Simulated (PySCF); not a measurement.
H2P, SMILES [PH2], multiplicity 2.

Geometry: ωB97X-D3(BJ)/def2-TZVPD. The isomer is the one that the SMILES or the coordinates give; other isomers of the formula were not compared.

Level of theory: PySCF with PBE/def2-TZVPD.

Gas-phase values at a fixed geometry.

Computed frontier levels, dipole moment and polarisability:
```
Quantity                                                                                                         Value
---------------------------------------------------------------------------------------------  -----------------------
α spin, highest occupied and lowest empty level                                                     -6.02 and -0.33 eV
β spin, highest occupied and lowest empty level                                                     -7.19 and -4.17 eV
dipole moment                                                                                                   0.56 D
quadrupole, principal values (traceless, Buckingham form, about the centre of nuclear charge)   -0.93, -0.35, 1.28 D·Å
mean static polarisability                                                                        29.9 bohr³ (4.42 Å³)
polarisability, principal values                                                                27.8, 30.5, 31.3 bohr³
⟨S²⟩                                                                                           0.755 (pure state 0.75)
```
